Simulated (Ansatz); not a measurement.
Relaxation of CH₄BCl (7 atoms, charge 0, multiplicity 1), to a largest force component of 0.03 eV/Å in at most 50 steps.

Theory: RKS PBE-D4/def2-SVP in Ansatz.

```xyz
7
Properties=species:S:1:pos:R:3:forces:R:3
B -0.923 -0.397 0.307 -0.43 -0.08 0.00
H 1.203 0.241 1.192 0.05 0.00 -0.07
C 1.852 0.074 0.310 0.42 0.08 0.01
H 1.790 -0.988 0.003 -0.02 0.03 0.01
H 1.542 0.727 -0.527 0.02 -0.02 0.04
H 2.903 0.309 0.577 -0.02 -0.01 0.01
Cl -1.196 0.034 -1.362 -0.01 0.00 -0.01
```

Question: Where does it end, and by what steps?

Answer: The run converged. The force dipped under the threshold on the way, but the program's further checks kept it going. After 12 steps the energy has fallen by 0.129 eV; B1 moved furthest, 0.68 Å.

```json
{"step": "0", "energy less start (eV)": "0.0000", "largest force component (eV/Å)": "0.431", "accepted": "yes"}
{"step": "1", "energy less start (eV)": "-0.0733", "largest force component (eV/Å)": "0.288", "accepted": "yes"}
{"step": "2", "energy less start (eV)": "-0.1103", "largest force component (eV/Å)": "0.403", "accepted": "yes"}
{"step": "3", "energy less start (eV)": "-0.1206", "largest force component (eV/Å)": "0.194", "accepted": "yes"}
{"step": "4", "energy less start (eV)": "-0.1252", "largest force component (eV/Å)": "0.134", "accepted": "yes"}
{"step": "5", "energy less start (eV)": "-0.1270", "largest force component (eV/Å)": "0.022", "accepted": "yes"}
{"step": "6", "energy less start (eV)": "-0.1273", "largest force component (eV/Å)": "0.064", "accepted": "yes"}
{"step": "7", "energy less start (eV)": "-0.1277", "largest force component (eV/Å)": "0.048", "accepted": "yes"}
{"step": "8", "energy less start (eV)": "-0.1281", "largest force component (eV/Å)": "0.062", "accepted": "yes"}
{"step": "9", "energy less start (eV)": "-0.1284", "largest force component (eV/Å)": "0.063", "accepted": "yes"}
{"step": "10", "energy less start (eV)": "-0.1286", "largest force component (eV/Å)": "0.059", "accepted": "yes"}
{"step": "11", "energy less start (eV)": "-0.1287", "largest force component (eV/Å)": "0.053", "accepted": "yes"}
{"step": "12", "energy less start (eV)": "-0.1288", "largest force component (eV/Å)": "0.011", "accepted": "yes"}
```

```xyz
7
Properties=species:S:1:pos:R:3
B -1.562 -0.180 0.365
H 1.225 0.112 1.067
C 2.022 0.095 0.298
H 2.024 -0.889 -0.207
H 1.832 0.891 -0.446
H 3.002 0.266 0.779
Cl -1.372 -0.295 -1.355
```

Whether the end is a true minimum wasn't checked by a vibrational analysis.

Run time: 9.6 s on 1 thread of Intel(R) Xeon(R) 6975P-C (Granite Rapids), with other jobs on the host, peak memory 0.13 GiB.
